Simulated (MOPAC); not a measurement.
MOPAC input (PM6):

```
PM6 1SCF CHARGE=1 GEO-OK AUX(PRECISION=9) THREADS=1
C3H7O

O    -0.12772971 1   -0.12310551 1    1.32424015 1
C    -0.00559836 1   -0.01303083 1    0.05921981 1
C     0.07681222 1    1.30130937 1   -0.59224654 1
C     0.05130217 1   -1.27018044 1   -0.69032725 1
H    -0.25717763 1    2.12014548 1    0.04404421 1
H     0.28337974 1   -2.11713039 1   -0.04931489 1
H    -0.47151742 1    1.29428595 1   -1.53586417 1
H     1.13164237 1    1.46417555 1   -0.85506132 1
H     0.74230290 1   -1.18907807 1   -1.53062019 1
H    -0.94637008 1   -1.42304853 1   -1.12830401 1
H    -0.19551848 1    0.72690564 1    1.80132319 1
```

From the last part of the output:

```
                                                       MOPAC v23.2.5 Linux

          FINAL HEAT OF FORMATION =        121.99112 KCAL/MOL =     510.41086 KJ/MOL

          COSMO AREA              =        102.99 SQUARE ANGSTROMS
          COSMO VOLUME            =         86.91 CUBIC ANGSTROMS

          IONIZATION POTENTIAL    =         18.927309 EV
          HOMO LUMO ENERGIES (EV) =        -18.927 -6.563
          NO. OF FILLED LEVELS    =         12
          MOLECULAR WEIGHT        =         59.0877         POINT GROUP:  C1

          MOLECULAR DIMENSIONS (Angstroms)

            Atom       Atom       Distance
            H     6    H     5     4.27264
            H    11    H     9     3.35822
            H     8    H    10     2.41954

          SCF CALCULATIONS        =          1

   ATOM   CHEMICAL          X               Y               Z
  NUMBER   SYMBOL      (ANGSTROMS)     (ANGSTROMS)     (ANGSTROMS)

     1       O         -0.12772971  *  -0.12310551  *   1.32424015  *
     2       C         -0.00559836  *  -0.01303083  *   0.05921981  *
     3       C          0.07681222  *   1.30130937  *  -0.59224654  *
     4       C          0.05130217  *  -1.27018044  *  -0.69032725  *
     5       H         -0.25717763  *   2.12014548  *   0.04404421  *
     6       H          0.28337974  *  -2.11713039  *  -0.04931489  *
     7       H         -0.47151742  *   1.29428595  *  -1.53586417  *
     8       H          1.13164237  *   1.46417555  *  -0.85506132  *
     9       H          0.74230290  *  -1.18907807  *  -1.53062019  *
    10       H         -0.94637008  *  -1.42304853  *  -1.12830401  *
    11       H         -0.19551848  *   0.72690564  *   1.80132319  *

                             CARTESIAN COORDINATES

   1    O       -0.127729710    -0.123105510     1.324240150
   2    C       -0.005598360    -0.013030830     0.059219810
   3    C        0.076812220     1.301309370    -0.592246540
   4    C        0.051302170    -1.270180440    -0.690327250
   5    H       -0.257177630     2.120145480     0.044044210
   6    H        0.283379740    -2.117130390    -0.049314890
   7    H       -0.471517420     1.294285950    -1.535864170
   8    H        1.131642370     1.464175550    -0.855061320
   9    H        0.742302900    -1.189078070    -1.530620190
  10    H       -0.946370080    -1.423048530    -1.128304010
  11    H       -0.195518480     0.726905640     1.801323190

           Empirical Formula: C3 H7 O  =    11 atoms

      MOLECULAR POINT GROUP   :   C1

                  EIGENVALUES
 -39.86489 -34.64443 -31.61721 -27.95222 -24.14202 -22.52012 -22.26512 -20.01647
 -19.54506 -19.48454 -19.31497 -18.92731  -6.56341  -4.27177  -3.18624  -2.84111
  -1.15752  -0.42960  -0.25347  -0.24996   0.09567   0.70109   0.95762

              NET ATOMIC CHARGES AND DIPOLE CONTRIBUTIONS

  ATOM NO.   TYPE          CHARGE      No. of ELECS.   s-Pop       p-Pop
    1          O          -0.238674        6.2387     1.77178     4.46689
    2          C           0.624186        3.3758     1.14613     2.22968
    3          C          -0.649458        4.6495     1.10460     3.54486
    4          C          -0.582178        4.5822     1.09746     3.48472
    5          H           0.231091        0.7689     0.76891
    6          H           0.245469        0.7545     0.75453
    7          H           0.254245        0.7458     0.74576
    8          H           0.257622        0.7424     0.74238
    9          H           0.244752        0.7552     0.75525
   10          H           0.252375        0.7476     0.74763
   11          H           0.360571        0.6394     0.63943
 DIPOLE           X         Y         Z       TOTAL
 POINT-CHG.     0.030     1.051    -0.814     1.330
 HYBRID        -0.062     0.392     0.446     0.597
 SUM           -0.032     1.442    -0.368     1.489

          ATOMIC ORBITAL ELECTRON POPULATIONS

     Atom    s        px        py        pz
    1  O   1.77178   1.64556   1.51929   1.30204
    2  C   1.14613   0.50227   0.94847   0.77894
    3  C   1.10460   1.25222   1.06836   1.22428
    4  C   1.09746   1.24165   1.06685   1.17622
    5  H   0.76891
    6  H   0.75453
    7  H   0.74576
    8  H   0.74238
    9  H   0.75525
   10  H   0.74763
   11  H   0.63943

 **********************
 *                    *
 * JOB ENDED NORMALLY *
 *                    *
 **********************

 == MOPAC DONE ==
```

The dipole moment of an ion depends on the origin.
